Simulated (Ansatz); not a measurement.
## Ansatz (development build ahead of 0.2.0) run

```yaml
crystal:
  periodic: [false, false, false]
  atoms:
    - { symbol: C, position_ang: [0.78735, 0.00849, -0.00529] }
    - { symbol: C, position_ang: [-0.38984, 0.68385, -0.00902] }
    - { symbol: C, position_ang: [-0.39122, -0.68975, 0.00575] }
    - { symbol: H, position_ang: [1.88537, 0.00882, -0.00264] }
    - { symbol: H, position_ang: [-0.93624, 1.6327, -0.0083] }
    - { symbol: H, position_ang: [-0.94131, -1.62998, -0.00997] }
basis:
  gaussian: { orbitals: cc-pVDZ }
total_charge: 1
hamiltonian:
  xc: hf
```

The input is written out in the form of the current development build from the run's settings.

The run gave:

| Quantity | Value |
| --- | --- |
| Converged | yes |
| Total energy | -115.01353 hartree |
| Spin squared of the determinant | 0.000 |
